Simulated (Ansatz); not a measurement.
This geometry of BH4N + FH (8 atoms, charge 0, multiplicity 1) is a first-order saddle point.

These are results of RKS BLYP-D4/def2-SVP in Ansatz, not measurements.

```xyz
8
Properties=species:S:1:pos:R:3
B -0.007 0.087 0.236
N -0.012 0.059 1.754
H -0.807 -0.384 2.226
H 0.863 -0.163 2.239
H 1.079 -0.019 -0.288
H -1.020 -0.301 -0.301
F -0.248 1.889 0.379
H -0.194 1.431 1.360
```

Task: Which two structures does it join? (They come from a converged band through this point; their orientation in space is the band's.)

Result: Bonds broken: F7–H8. Bonds formed: B1–F7, N2–H8. BH4N + FH becomes BFH5N.

First end point:

```xyz
8
Properties=species:S:1:pos:R:3
B 0.035 -0.265 0.234
N 0.021 -0.174 1.646
H -0.815 -0.365 2.205
H 0.877 -0.142 2.207
H 1.096 -0.170 -0.337
H -1.013 -0.447 -0.340
F -0.326 2.481 0.743
H -0.222 1.680 1.245
```

Last end point:

```xyz
8
Properties=species:S:1:pos:R:3
B 0.021 0.398 0.076
N -0.114 0.214 1.759
H -0.347 -0.759 2.009
H 0.771 0.461 2.231
H 0.934 -0.382 -0.212
H -1.102 0.085 -0.328
F 0.341 1.753 -0.072
H -0.850 0.828 2.140
```

Task: How far does it lie above each of them?

Result: 32.3 kJ/mol above the first and 120.1 kJ/mol above the second. This is the barrier of this one path; another mechanism may lie lower. The orbitals stay closed-shell, which can raise the energy where a bond breaks towards radicals; this wasn't checked here.

The run took 120 s on 1 thread of Arm Neoverse V1, on a shared host, peak memory 0.11 GiB.
